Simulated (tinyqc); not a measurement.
Inside a calculation (part 1 of 2). Method: RHF in the sto-3g basis, for OH-, spin multiplicity 1. The basis has no diffuse functions, so it cannot describe the extra electron: this is an exercise in the method, not the real anion. Computed by tinyqc, a small Python program that keeps every step (integrals from PySCF). Settings: charge = -1, multiplicity = 1, basis = sto-3g, energy threshold = 1e-08, iteration cap = 82, orthogonalisation = symmetric, start = highest core orbitals, DIIS depth = 4, damping = 0.2, method = RHF. Command: `OMP_NUM_THREADS=1 python tinyqc.py 30771 30772 out.jsonl` (the two numbers bound the seeds that draw the settings). One thread of a shared host (Intel(R) Xeon(R) Processor @ 2.60GHz), about 0.06 s of CPU time with the checks. Later iterations appear only in the table of the cycle.

## One-electron integrals

Geometry (angstrom):
```
atom         x         y         z
O     0.000000  0.000000  0.000000
H     0.000000  0.000000  1.119000
```

Basis sto-3g: exponents (1/bohr^2) and contraction coefficients of normalised primitives:
```
element  l (shell)    exponent  coefficient
O            s (1)  130.709320     0.154329
O            s (1)   23.808861     0.535328
O            s (1)    6.443608     0.444635
O            s (2)    5.033151    -0.099967
O            s (2)    1.169596     0.399513
O            s (2)    0.380389     0.700115
O            p (3)    5.033151     0.155916
O            p (3)    1.169596     0.607684
O            p (3)    0.380389     0.391957
H            s (1)    3.425251     0.154329
H            s (1)    0.623914     0.535328
H            s (1)    0.168855     0.444635
```

Overlap, kinetic and nuclear-attraction integrals over the contracted functions; the nuclear repulsion is the sum of Za Zb / Rab.

nuclear repulsion = 3.78321509 hartree

overlap S:
```
           1O 1s     1O 2s    1O 2px    1O 2py    1O 2pz     2H 1s
1O 1s   1.000000  0.236704  0.000000  0.000000  0.000000  0.036709
1O 2s   0.236704  1.000000  0.000000  0.000000  0.000000  0.375160
1O 2px  0.000000  0.000000  1.000000  0.000000  0.000000  0.000000
1O 2py  0.000000  0.000000  0.000000  1.000000  0.000000  0.000000
1O 2pz  0.000000  0.000000  0.000000  0.000000  1.000000  0.333366
2H 1s   0.036709  0.375160  0.000000  0.000000  0.333366  1.000000
```

kinetic energy T (hartree):
```
            1O 1s      1O 2s    1O 2px    1O 2py    1O 2pz      2H 1s
1O 1s   29.003200  -0.168011  0.000000  0.000000  0.000000  -0.008673
1O 2s   -0.168011   0.808128  0.000000  0.000000  0.000000   0.064267
1O 2px   0.000000   0.000000  2.528731  0.000000  0.000000   0.000000
1O 2py   0.000000   0.000000  0.000000  2.528731  0.000000   0.000000
1O 2pz   0.000000   0.000000  0.000000  0.000000  2.528731   0.175581
2H 1s   -0.008673   0.064267  0.000000  0.000000  0.175581   0.760032
```

nuclear attraction V (hartree):
```
             1O 1s      1O 2s     1O 2px     1O 2py     1O 2pz      2H 1s
1O 1s   -61.091357  -7.295017   0.000000   0.000000  -0.011359  -1.158936
1O 2s    -7.295017  -9.522670   0.000000   0.000000  -0.139286  -2.721892
1O 2px    0.000000   0.000000  -9.421118   0.000000   0.000000   0.000000
1O 2py    0.000000   0.000000   0.000000  -9.421118   0.000000   0.000000
1O 2pz   -0.011359  -0.139286   0.000000   0.000000  -9.507253  -2.158269
2H 1s    -1.158936  -2.721892   0.000000   0.000000  -2.158269  -4.937070
```

core Hamiltonian H = T + V (hartree):
```
             1O 1s      1O 2s     1O 2px     1O 2py     1O 2pz      2H 1s
1O 1s   -32.088157  -7.463028   0.000000   0.000000  -0.011359  -1.167609
1O 2s    -7.463028  -8.714542   0.000000   0.000000  -0.139286  -2.657625
1O 2px    0.000000   0.000000  -6.892386   0.000000   0.000000   0.000000
1O 2py    0.000000   0.000000   0.000000  -6.892386   0.000000   0.000000
1O 2pz   -0.011359  -0.139286   0.000000   0.000000  -6.978522  -1.982689
2H 1s    -1.167609  -2.657625   0.000000   0.000000  -1.982689  -4.177039
```

## Two-electron integrals

Functions are numbered as in S; the eight-fold symmetry (ij|kl) = (ji|kl) = (kl|ij) leaves the list below.

Two-electron integrals (ij|kl) in chemists' order, unique and non-zero (hartree):
```
(11|11) 4.785065   (21|11) 0.741380   (21|21) 0.136873   (22|11) 1.118947
(22|21) 0.256633   (22|22) 0.817206   (31|31) 0.024477   (32|31) 0.037809
(32|32) 0.180518   (33|11) 1.115814   (33|21) 0.256684   (33|22) 0.817023
(33|33) 0.880159   (41|41) 0.024477   (42|41) 0.037809   (42|42) 0.180518
(43|43) 0.047444   (44|11) 1.115814   (44|21) 0.256684   (44|22) 0.817023
(44|33) 0.785270   (44|44) 0.880159   (51|51) 0.024477   (52|51) 0.037809
(52|52) 0.180518   (53|53) 0.047444   (54|54) 0.047444   (55|11) 1.115814
(55|21) 0.256684   (55|22) 0.817023   (55|33) 0.785270   (55|44) 0.785270
(55|55) 0.880159   (61|11) 0.116364   (61|21) 0.021318   (61|22) 0.039771
(61|33) 0.039693   (61|44) 0.039693   (61|51) 0.000976   (61|52) 0.001839
(61|55) 0.039934   (61|61) 0.003363   (62|11) 0.302658   (62|21) 0.070372
(62|22) 0.250501   (62|33) 0.246098   (62|44) 0.246098   (62|51) 0.005291
(62|52) 0.041592   (62|55) 0.259061   (62|61) 0.011193   (62|62) 0.097637
(63|31) 0.007121   (63|32) 0.042330   (63|53) 0.008485   (63|63) 0.013424
(64|41) 0.007121   (64|42) 0.042330   (64|54) 0.008485   (64|64) 0.013424
(65|11) 0.226295   (65|21) 0.053267   (65|22) 0.202433   (65|33) 0.193396
(65|44) 0.193396   (65|51) 0.010612   (65|52) 0.073892   (65|55) 0.220273
(65|61) 0.008820   (65|62) 0.095896   (65|65) 0.106528   (66|11) 0.463466
(66|21) 0.109494   (66|22) 0.448622   (66|33) 0.431080   (66|44) 0.431080
(66|51) 0.010034   (66|52) 0.110653   (66|55) 0.483148   (66|61) 0.017539
(66|62) 0.226937   (66|65) 0.254351   (66|66) 0.774606
```

## Orthogonalisation

S = U s U^T; symmetric (Loewdin) form X = U s^(-1/2) U^T, so that X^T S X = 1.

eigenvalues of S: 0.476471  0.839892  1.000000  1.000000  1.135529  1.548108

X:
```
            1O 1s      1O 2s    1O 2px    1O 2py     1O 2pz      2H 1s
1O 1s    1.022800  -0.129919  0.000000  0.000000  -0.006251   0.020088
1O 2s   -0.129919   1.090215  0.000000  0.000000   0.059294  -0.229407
1O 2px   0.000000   0.000000  1.000000  0.000000   0.000000   0.000000
1O 2py   0.000000   0.000000  0.000000  1.000000   0.000000   0.000000
1O 2pz  -0.006251   0.059294  0.000000  0.000000   1.051477  -0.199906
2H 1s    0.020088  -0.229407  0.000000  0.000000  -0.199906   1.117516
```

## Starting guess

The start is the highest orbitals of the core Hamiltonian (a deliberately bad start); D = 2 C_occ C_occ^T.

D at the start:
```
            1O 1s      1O 2s    1O 2px    1O 2py     1O 2pz      2H 1s
1O 1s    0.121132  -0.546129  0.000000  0.000000  -0.048914   0.144372
1O 2s   -0.546129   2.523100  0.000000  0.000000   0.347318  -1.041838
1O 2px   0.000000   0.000000  2.000000  0.000000   0.000000   0.000000
1O 2py   0.000000   0.000000  0.000000  2.000000   0.000000   0.000000
1O 2pz  -0.048914   0.347318  0.000000  0.000000   2.298243  -0.894643
2H 1s    0.144372  -1.041838  0.000000  0.000000  -0.894643   2.683665
```

## Iteration 1: building the Fock matrix

J_ij = sum D_kl (ij|kl), K_ij = sum D_kl (ik|jl); F = H + J - 0.5 K; E = tr D H + tr D J / 2 - 0.25 tr D K + E_nn.

Coulomb J (hartree):
```
           1O 1s     1O 2s    1O 2px    1O 2py    1O 2pz     2H 1s
1O 1s   9.862569  2.262533  0.000000  0.000000  0.021065  0.351826
1O 2s   2.262533  7.394192  0.000000  0.000000  0.200304  2.437217
1O 2px  0.000000  0.000000  7.361331  0.000000  0.000000  0.000000
1O 2py  0.000000  0.000000  0.000000  7.361331  0.000000  0.000000
1O 2pz  0.021065  0.200304  0.000000  0.000000  7.454333  2.104820
2H 1s   0.351826  2.437217  0.000000  0.000000  2.104820  5.134932
```

exchange K (hartree):
```
           1O 1s     1O 2s    1O 2px    1O 2py    1O 2pz     2H 1s
1O 1s   0.265813  0.245286  0.000000  0.000000  0.000357  0.048676
1O 2s   0.245286  2.621072  0.000000  0.000000  0.045757  0.868216
1O 2px  0.000000  0.000000  2.316079  0.000000  0.000000  0.000000
1O 2py  0.000000  0.000000  0.000000  2.316079  0.000000  0.000000
1O 2pz  0.000357  0.045757  0.000000  0.000000  2.370582  0.697089
2H 1s   0.048676  0.868216  0.000000  0.000000  0.697089  1.754677
```

Fock matrix F (hartree):
```
             1O 1s      1O 2s     1O 2px     1O 2py     1O 2pz      2H 1s
1O 1s   -22.358494  -5.323138   0.000000   0.000000   0.009528  -0.840120
1O 2s    -5.323138  -2.630886   0.000000   0.000000   0.038139  -0.654516
1O 2px    0.000000   0.000000  -0.689095   0.000000   0.000000   0.000000
1O 2py    0.000000   0.000000   0.000000  -0.689095   0.000000   0.000000
1O 2pz    0.009528   0.038139   0.000000   0.000000  -0.709481  -0.226413
2H 1s    -0.840120  -0.654516   0.000000   0.000000  -0.226413   0.080554
```

total energy of this density = -31.23637006 hartree

This density is the starting one.

## Iteration 1: diagonalisation and new density

Diagonalise F' = X^T F X, C = X C', fill 5 alpha and 5 beta electrons from the bottom; D = 2 C_occ C_occ^T; the new density keeps 0.2 of the old one (damping). Each column has its largest component positive (the first on a tie).

F' = X^T F X (hartree):
```
            1          2          3          4          5          6
1  -22.050463  -2.517055   0.000000   0.000000  -0.005534  -0.134936
2   -2.517055  -1.706438   0.000000   0.000000   0.076890  -0.311106
3    0.000000   0.000000  -0.689095   0.000000   0.000000   0.000000
4    0.000000   0.000000   0.000000  -0.689095   0.000000   0.000000
5   -0.005534   0.076890   0.000000   0.000000  -0.674134  -0.192920
6   -0.134936  -0.311106   0.000000   0.000000  -0.192920   0.376284
```

orbital energies (hartree): MO1 -22.358553, MO2 -1.449287, MO3 -0.707627, MO4 -0.689095, MO5 -0.689095, MO6 0.460717

coefficients C:
```
              MO1        MO2        MO3       MO4        MO5        MO6
1O 1s    0.999664  -0.247162  -0.011790  0.000000   0.000000   0.053714
1O 2s    0.001319   1.044865   0.051186  0.000000   0.000000  -0.408933
1O 2px   0.000000   0.000000   0.000000  0.721463  -0.692453   0.000000
1O 2py   0.000000   0.000000   0.000000  0.692453   0.721463   0.000000
1O 2pz  -0.000648  -0.034856   0.998385  0.000000   0.000000  -0.388760
2H 1s    0.000617  -0.045610   0.001072  0.000000   0.000000   1.157478
```

D after iteration 1:
```
            1O 1s      1O 2s    1O 2px    1O 2py     1O 2pz      2H 1s
1O 1s    1.721115  -0.521283  0.000000  0.000000  -0.015869   0.047877
1O 2s   -0.521283   2.255604  0.000000  0.000000   0.092957  -0.284528
1O 2px   0.000000   0.000000  2.000000  0.000000   0.000000   0.000000
1O 2py   0.000000   0.000000  0.000000  2.000000   0.000000   0.000000
1O 2pz  -0.015869   0.092957  0.000000  0.000000   2.056428  -0.174673
2H 1s    0.047877  -0.284528  0.000000  0.000000  -0.174673   0.540064
```

Within a degenerate level the vectors are fixed only up to a rotation; this is one choice.

## Iteration 2: building the Fock matrix

As before.

Coulomb J (hartree):
```
            1O 1s     1O 2s    1O 2px    1O 2py    1O 2pz     2H 1s
1O 1s   16.754618  3.269274  0.000000  0.000000  0.005047  0.509307
1O 2s    3.269274  8.482636  0.000000  0.000000  0.042815  2.571842
1O 2px   0.000000  0.000000  8.470430  0.000000  0.000000  0.000000
1O 2py   0.000000  0.000000  0.000000  8.470430  0.000000  0.000000
1O 2pz   0.005047  0.042815  0.000000  0.000000  8.487161  2.076940
2H 1s    0.509307  2.571842  0.000000  0.000000  2.076940  4.635588
```

exchange K (hartree):
```
           1O 1s     1O 2s    1O 2px    1O 2py    1O 2pz     2H 1s
1O 1s   7.920176  1.418184  0.000000  0.000000  0.000417  0.236459
1O 2s   1.418184  2.806998  0.000000  0.000000  0.015059  0.824223
1O 2px  0.000000  0.000000  2.343541  0.000000  0.000000  0.000000
1O 2py  0.000000  0.000000  0.000000  2.343541  0.000000  0.000000
1O 2pz  0.000417  0.015059  0.000000  0.000000  2.349198  0.585341
2H 1s   0.236459  0.824223  0.000000  0.000000  0.585341  0.706678
```

Fock matrix F (hartree):
```
             1O 1s      1O 2s    1O 2px    1O 2py     1O 2pz      2H 1s
1O 1s   -19.293626  -4.902846  0.000000  0.000000  -0.006521  -0.776531
1O 2s    -4.902846  -1.635405  0.000000  0.000000  -0.104001  -0.497895
1O 2px    0.000000   0.000000  0.406273  0.000000   0.000000   0.000000
1O 2py    0.000000   0.000000  0.000000  0.406273   0.000000   0.000000
1O 2pz   -0.006521  -0.104001  0.000000  0.000000   0.334040  -0.198419
2H 1s    -0.776531  -0.497895  0.000000  0.000000  -0.198419   0.105210
```

total energy of this density = -65.40064436 hartree

This density is a damped mixture and is not idempotent.

## Iteration 2: DIIS over 2 matrices

error matrix X^T (FDS - SDF) X:
```
           1          2         3         4          5          6
1   0.000000  -0.164458  0.000000  0.000000   0.016519  -0.140605
2   0.164458   0.000000  0.000000  0.000000   0.034188   0.268213
3   0.000000   0.000000  0.000000  0.000000   0.000000   0.000000
4   0.000000   0.000000  0.000000  0.000000   0.000000   0.000000
5  -0.016519  -0.034188  0.000000  0.000000   0.000000   0.503162
6   0.140605  -0.268213  0.000000  0.000000  -0.503162   0.000000
```

B (overlaps of the stored error matrices):
```
               1              2
1  1.8113383e-01  1.0206787e-01
2  1.0206787e-01  7.4673701e-01
```

Minimise |sum c_i e_i|^2 with sum c_i = 1: solve [B -1; -1 0][c; lambda] = [0; -1] with B_ij = tr e_i^T e_j, and take F = sum c_i F_i.

DIIS coefficients: 0.890753  0.109247

extrapolated F (hartree):
```
             1O 1s      1O 2s     1O 2px     1O 2py     1O 2pz      2H 1s
1O 1s   -22.023666  -5.277222   0.000000   0.000000   0.007775  -0.833173
1O 2s    -5.277222  -2.522133   0.000000   0.000000   0.022611  -0.637406
1O 2px    0.000000   0.000000  -0.569429   0.000000   0.000000   0.000000
1O 2py    0.000000   0.000000   0.000000  -0.569429   0.000000   0.000000
1O 2pz    0.007775   0.022611   0.000000   0.000000  -0.595479  -0.223355
2H 1s    -0.833173  -0.637406   0.000000   0.000000  -0.223355   0.083248
```

## Iteration 2: diagonalisation and new density

As before.

F' = X^T F X (hartree):
```
            1          2          3          4          5          6
1  -21.710362  -2.525669   0.000000   0.000000  -0.007097  -0.130226
2   -2.525669  -1.594199   0.000000   0.000000   0.068596  -0.314250
3    0.000000   0.000000  -0.569429   0.000000   0.000000   0.000000
4    0.000000   0.000000   0.000000  -0.569429   0.000000   0.000000
5   -0.007097   0.068596   0.000000   0.000000  -0.551211  -0.209437
6   -0.130226  -0.314250   0.000000   0.000000  -0.209437   0.378401
```

orbital energies (hartree): MO1 -22.023880, MO2 -1.334433, MO3 -0.596127, MO4 -0.569429, MO5 -0.569429, MO6 0.477070

coefficients C:
```
              MO1        MO2        MO3        MO4       MO5        MO6
1O 1s    0.999225  -0.248479  -0.005193   0.000000  0.000000   0.056757
1O 2s    0.003232   1.041517   0.016868   0.000000  0.000000  -0.420165
1O 2px   0.000000   0.000000   0.000000  -0.543647  0.839314   0.000000
1O 2py   0.000000   0.000000   0.000000   0.839314  0.543647   0.000000
1O 2pz  -0.000410  -0.019070   0.985648   0.000000  0.000000  -0.421018
2H 1s    0.000134  -0.033979   0.039801   0.000000  0.000000   1.157194
```

D after iteration 2:
```
            1O 1s      1O 2s    1O 2px    1O 2py     1O 2pz      2H 1s
1O 1s    2.040574  -0.513302  0.000000  0.000000  -0.004437   0.022968
1O 2s   -0.513302   2.187205  0.000000  0.000000   0.013413  -0.112455
1O 2px   0.000000   0.000000  2.000000  0.000000   0.000000   0.000000
1O 2py   0.000000   0.000000  0.000000  2.000000   0.000000   0.000000
1O 2pz  -0.004437   0.013413  0.000000  0.000000   1.966270   0.028869
2H 1s    0.022968  -0.112455  0.000000  0.000000   0.028869   0.112395
```

Within a degenerate level the vectors are fixed only up to a rotation; this is one choice.

## Iteration 3: building the Fock matrix

As before.

Coulomb J (hartree):
```
            1O 1s     1O 2s    1O 2px    1O 2py    1O 2pz     2H 1s
1O 1s   18.110220  3.465617  0.000000  0.000000  0.001392  0.540004
1O 2s    3.465617  8.689406  0.000000  0.000000  0.011940  2.597693
1O 2px   0.000000  0.000000  8.681387  0.000000  0.000000  0.000000
1O 2py   0.000000  0.000000  0.000000  8.681387  0.000000  0.000000
1O 2pz   0.001392  0.011940  0.000000  0.000000  8.682686  2.072015
2H 1s    0.540004  2.597693  0.000000  0.000000  2.072015  4.543268
```

exchange K (hartree):
```
           1O 1s     1O 2s    1O 2px    1O 2py    1O 2pz     2H 1s
1O 1s   9.449570  1.651631  0.000000  0.000000  0.000364  0.273863
1O 2s   1.651631  2.840526  0.000000  0.000000  0.006366  0.825313
1O 2px  0.000000  0.000000  2.347265  0.000000  0.000000  0.000000
1O 2py  0.000000  0.000000  0.000000  2.347265  0.000000  0.000000
1O 2pz  0.000364  0.006366  0.000000  0.000000  2.334933  0.583417
2H 1s   0.273863  0.825313  0.000000  0.000000  0.583417  0.526088
```

Fock matrix F (hartree):
```
             1O 1s      1O 2s    1O 2px    1O 2py     1O 2pz      2H 1s
1O 1s   -18.702721  -4.823227  0.000000  0.000000  -0.010148  -0.764536
1O 2s    -4.823227  -1.445399  0.000000  0.000000  -0.130529  -0.472589
1O 2px    0.000000   0.000000  0.615368  0.000000   0.000000   0.000000
1O 2py    0.000000   0.000000  0.000000  0.615368   0.000000   0.000000
1O 2pz   -0.010148  -0.130529  0.000000  0.000000   0.536697  -0.202383
2H 1s    -0.764536  -0.472589  0.000000  0.000000  -0.202383   0.103186
```

total energy of this density = -71.71756919 hartree

This density is a damped mixture and is not idempotent.

## Iteration 3: DIIS over 3 matrices

error matrix X^T (FDS - SDF) X:
```
           1          2         3         4          5          6
1   0.000000  -0.011644  0.000000  0.000000   0.031309  -0.202516
2   0.011644   0.000000  0.000000  0.000000   0.050154   0.371542
3   0.000000   0.000000  0.000000  0.000000   0.000000   0.000000
4   0.000000   0.000000  0.000000  0.000000   0.000000   0.000000
5  -0.031309  -0.050154  0.000000  0.000000   0.000000   0.734547
6   0.202516  -0.371542  0.000000  0.000000  -0.734547   0.000000
```

B (overlaps of the stored error matrices):
```
               1              2              3
1  1.8113383e-01  1.0206787e-01  1.2688877e-02
2  1.0206787e-01  7.4673701e-01  1.0037406e+00
3  1.2688877e-02  1.0037406e+00  1.4444926e+00
```

As before.

DIIS coefficients: 2.263511  -4.131765  2.868254

extrapolated F (hartree):
```
             1O 1s      1O 2s     1O 2px     1O 2py     1O 2pz      2H 1s
1O 1s   -24.536122  -5.625814   0.000000   0.000000   0.019400  -0.886062
1O 2s    -5.625814  -3.343704   0.000000   0.000000   0.141646  -0.779826
1O 2px    0.000000   0.000000  -1.473366   0.000000   0.000000   0.000000
1O 2py    0.000000   0.000000   0.000000  -1.473366   0.000000   0.000000
1O 2pz    0.019400   0.141646   0.000000   0.000000  -1.446708  -0.273153
2H 1s    -0.886062  -0.779826   0.000000   0.000000  -0.273153   0.043594
```

## Iteration 3: diagonalisation and new density

As before.

F' = X^T F X (hartree):
```
            1          2          3          4          5          6
1  -24.261336  -2.465493   0.000000   0.000000   0.001662  -0.163293
2   -2.465493  -2.434780   0.000000   0.000000   0.143028  -0.305901
3    0.000000   0.000000  -1.473366   0.000000   0.000000   0.000000
4    0.000000   0.000000   0.000000  -1.473366   0.000000   0.000000
5    0.001662   0.143028   0.000000   0.000000  -1.457779  -0.116833
6   -0.163293  -0.305901   0.000000   0.000000  -0.116833   0.357547
```

orbital energies (hartree): MO1 -24.537927, MO2 -2.213676, MO3 -1.473366, MO4 -1.473366, MO5 -1.445297, MO6 0.400553

coefficients C:
```
              MO1        MO2        MO3       MO4        MO5        MO6
1O 1s    1.002197  -0.235716   0.000000  0.000000  -0.043101   0.040276
1O 2s   -0.009986   1.043259   0.000000  0.000000   0.213221  -0.357265
1O 2px   0.000000   0.000000   0.998215  0.059716   0.000000   0.000000
1O 2py   0.000000   0.000000  -0.059716  0.998215   0.000000   0.000000
1O 2pz  -0.001964  -0.138925   0.000000  0.000000   1.025471  -0.279690
2H 1s    0.003455  -0.078847   0.000000  0.000000  -0.133801   1.147913
```

D after iteration 3:
```
            1O 1s      1O 2s    1O 2px    1O 2py     1O 2pz      2H 1s
1O 1s    2.107024  -0.526839  0.000000  0.000000  -0.022360   0.049098
1O 2s   -0.526839   2.251766  0.000000  0.000000   0.120662  -0.199806
1O 2px   0.000000   0.000000  2.000000  0.000000   0.000000   0.000000
1O 2py   0.000000   0.000000  0.000000  2.000000   0.000000   0.000000
1O 2pz  -0.022360   0.120662  0.000000  0.000000   2.106686  -0.196245
2H 1s    0.049098  -0.199806  0.000000  0.000000  -0.196245   0.061089
```

Within a degenerate level the vectors are fixed only up to a rotation; this is one choice.
